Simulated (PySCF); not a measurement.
# Level of theory and adiabatic energies of losing or gaining an electron: 1-methylimidazole

Structure: `Cn1ccnc1` (C4H6N2).

All levels share the PBE0-D3(BJ)/ma-def2-SVP structures and the GFN2-xTB thermal terms; only the single-point energies (PySCF) change. Values are adiabatic energies of losing or gaining an electron (0 K, eV).

| level | ionisation energy to the radical cation | time |
| --- | --- | --- |
| PBE0-D3(BJ)/aug-cc-pVDZ | 8.31 | 110 s |
| PBE0-D3(BJ)/6-31+G* | 8.34 | 54 s |
| PBE0-D3(BJ)/ma-def2-TZVP | 8.34 | – |
| PBE0-D3(BJ)/def2-SVP | 8.36 | 52 s |
| PBE0-D3(BJ)/def2-SVPD | 8.38 | 91 s |
| PBE0-D3(BJ)/6-31G | 8.43 | 32 s |
| PBE0-D3(BJ)/ma-def2-SVP | 8.46 | 63 s |

Times are wall times for all single points of a level on 1 thread of Intel Xeon @ 2.80GHz, a shared host; the dash marks the run that also made the structures.

The spread: 0.14 eV, from 8.31 to 8.46.

Differences come from unrounded values, so a last digit can differ from that of the printed terms.
